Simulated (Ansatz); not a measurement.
Mulliken charges of Al2ClH3 (`[AlH2][AlH][Cl]`) from PBE/def2-TZVPP in Ansatz (PBE0-D4/def2-TZVP geometry).

```json
{"atom": "Al1", "x (Å)": "-0.894", "y (Å)": "0.255", "z (Å)": "-0.988", "charge (e)": "0.225"}
{"atom": "Al2", "x (Å)": "0.859", "y (Å)": "-0.441", "z (Å)": "0.804", "charge (e)": "0.343"}
{"atom": "Cl3", "x (Å)": "1.306", "y (Å)": "0.976", "z (Å)": "2.307", "charge (e)": "-0.238"}
{"atom": "H4", "x (Å)": "-1.280", "y (Å)": "-0.723", "z (Å)": "-2.184", "charge (e)": "-0.110"}
{"atom": "H5", "x (Å)": "-1.613", "y (Å)": "1.671", "z (Å)": "-0.923", "charge (e)": "-0.105"}
{"atom": "H6", "x (Å)": "1.663", "y (Å)": "-1.803", "z (Å)": "0.939", "charge (e)": "-0.114"}
```

By hand: the dipole of these point charges (1 e Å = 4.8032 D).

Σ q r = (-0.097, -0.217, -0.265) e Å, of length 0.356 e Å = 1.71 D.

How does the dipole of the full density compare? (Best estimate.)

Computed: (-0.097, -0.142, -0.217) e Å, 1.33 D; the point charges give 1.29 times that, at 7° from its direction.

Point charges leave out the atoms' own dipoles, such as those of lone pairs, and Mulliken's split depends on the basis, so the two needn't agree.
